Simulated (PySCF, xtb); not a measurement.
O2, SMILES O=O (connectivity only; charge and spin as stated), charge -1, multiplicity 2.

Harmonic wavenumbers (cm⁻¹) from xtb with GFN2-xTB at its own minimum, in rising order: 1312.

Q: What does PBE0-D3(BJ)/def2-TZVPD in PySCF 2.14.0 give at its own minimum? (Estimate from the structure and the level; the computed values follow.)

A: 1237. Paired by order, the mean absolute difference is 75 cm⁻¹ and the zero-point energies are 1.9 and 1.8 kcal/mol.
